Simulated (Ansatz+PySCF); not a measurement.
Results of a calculation; reference values are marked as such.
## Ansatz (development build ahead of 0.2.0) run

```yaml
crystal:
  periodic: [false, false, false]
  atoms:
    - { symbol: O, position_ang: [0.0, 0.0, -1.18679] }
    - { symbol: C, position_ang: [0.0, 0.0, 0.02001] }
    - { symbol: H, position_ang: [0.0, 0.9679, 0.58339] }
    - { symbol: H, position_ang: [0.0, -0.9679, 0.58339] }
basis:
  gaussian: { orbitals: cc-pVTZ }
total_charge: 1
magnetization:
  initial_magnetization: 1
hamiltonian:
  xc: hf
correlation:
  method: mp2
  frozen_orbitals: { C: 1, H: 0, O: 1 }
output:
  forces: true
```

The input is written out in the form of the current development build from the run's settings. Correlation on restricted open-shell orbitals is semicanonical, with singles.

Output:

- Converged: yes
- Reference energy: -113.55801 hartree
- Correlation energy: -0.33673 hartree
- Total energy: -113.89474 hartree
- Spin squared of the determinant: 0.750
- Stability test: minimum among restricted orbitals
- Occupied orbitals by symmetry in an Abelian subgroup (alpha; beta): 5 A1 1 B1 2 B2; 5 A1 1 B1 1 B2

Forces (eV/Å):
| atom | Fx | Fy | Fz |
| --- | --- | --- | --- |
| O1 | 0.000 | 0.000 | 1.086 |
| C2 | 0.000 | 0.000 | -0.207 |
| H3 | 0.000 | -0.270 | -0.440 |
| H4 | 0.000 | 0.270 | -0.440 |

Caution: large amplitudes, a single reference is doubtful.
